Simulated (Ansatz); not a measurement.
Process, species as SMILES: C(C)#C → C1=CC1
B3LYP-D3(BJ)/def2-TZVP geometries, fixed; electronic energies without zero-point terms.

Basis-set convergence of the isomerisation energy at wB97M-V with Ansatz (an electronic-structure program). All functions are spherical. The program fits the integrals of some runs and decomposes those of others, by size. The functional holds VV10 correlation; no added dispersion term, no relativity. Functions are those of the species that has most. Reference: the value in def2-QZVPPD, 21.67 kcal/mol, itself unsure by roughly 0.03 kcal/mol (its mean distance from pcseg-3, def2-QZVPP, cc-pVQZ). Deviations are taken from unrounded values. Cost is core time over that of def2-SV(P), rough, on shared machines of one kind.

| basis | functions | cost |
|---|---|---|
| def2-SV(P) | 50 | 1× |
| def2-SVP | 62 | 1× |
| def2-SVPD | 92 | 2× |
| aug-cc-pVDZ | 105 | 2× |
| def2-TZVP | 117 | 2× |
| def2-TZVPD | 147 | 3× |
| def2-TZVPP | 149 | 2× |
| jun-cc-pV(T+d)Z | 173 | 3× |
| def2-TZVPPD | 179 | 3× |
| aug-cc-pVTZ | 230 | 4× |
| def2-QZVPP | 291 | 5× |
| def2-QZVPPD | 321 | 6× |

Question: Which is the smallest set listed that can be trusted to 0.5 kcal/mol here, that is, within that of the reference together with its larger relatives (same family, alike in diffuse functions; a set with none to test it counts only in the reference's own line)?

Answer: The smallest set listed that lies within 0.5 kcal/mol of the reference with all its larger relatives (same family, alike in diffuse functions; a set with none counts only in the reference's own line) is def2-TZVP (117 functions, 2× in cost, -0.10 kcal/mol off). Value minus reference: def2-SV(P) -3.13, def2-SVP -2.66, def2-SVPD -2.62, aug-cc-pVDZ -1.54, def2-TZVP -0.10, def2-TZVPD -0.10, def2-TZVPP -0.04, jun-cc-pV(T+d)Z 0.06, def2-TZVPPD -0.03, aug-cc-pVTZ 0.08, def2-QZVPP -0.01, def2-QZVPPD 0.00 kcal/mol.
